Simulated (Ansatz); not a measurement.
Geometry optimisation, RKS B3LYP/def2-TZVP in Ansatz 0.2.0.

Input:

```yaml
crystal:
  periodic: [false, false, false]
  atoms:
    - { symbol: B, position_ang: [-0.1545, -0.7069, -0.0646] }
    - { symbol: "N", position_ang: [-0.132, 0.8533, -0.0856] }
    - { symbol: H, position_ang: [0.6583, -1.2974, 0.3478] }
    - { symbol: H, position_ang: [-1.083, -1.1967, -0.5124] }
    - { symbol: H, position_ang: [0.7347, 1.1086, -0.6339] }
    - { symbol: H, position_ang: [0.0186, 1.1751, 0.9026] }
basis:
  gaussian: { orbitals: def2-TZVP }
hamiltonian:
  xc: b3lyp
relax:
  f_tol: 0.02
  max_steps: 50
```

Command:

```bash
$ ansatz run input.yaml --threads 2 --pin off --max-ram 3072MiB --backend cpu --events-out ev --progress --plain --runs-dir out
```

Q: Where does it end, and by what steps?

A: The run converged. After 11 steps the energy has fallen by 1.791 eV; H5 moved furthest, 0.88 Å.

| step | energy less start (eV) | largest force component (eV/Å) | accepted |
| --- | --- | --- | --- |
| 0 | 0.0000 | 4.311 | yes |
| 1 | -0.3223 | 1.949 | yes |
| 2 | -0.5164 | 1.069 | yes |
| 3 | -0.8127 | 2.192 | yes |
| 4 | -1.0937 | 2.492 | yes |
| 5 | -1.3579 | 4.680 | yes |
| 6 | -1.6032 | 1.998 | yes |
| 7 | -1.7504 | 0.513 | yes |
| 8 | -1.7829 | 0.418 | yes |
| 9 | -1.7909 | 0.028 | yes |
| 10 | -1.7908 | 0.018 | no |
| 11 | -1.7910 | 0.000 | yes |

```xyz
6
Properties=species:S:1:pos:R:3
B -0.134 -0.681 -0.025
N 0.151 0.677 0.010
H 0.224 -1.371 0.880
H -0.729 -1.124 -0.959
H -0.119 1.318 -0.718
H 0.649 1.118 0.765
```

Whether the end is a true minimum wasn't checked by a vibrational analysis.

Time of the run: 9.7 s on 2 threads of Intel(R) Xeon(R) Platinum 8375C CPU @ 2.90GHz (Ice Lake) (shared host), peak memory 0.14 GiB.
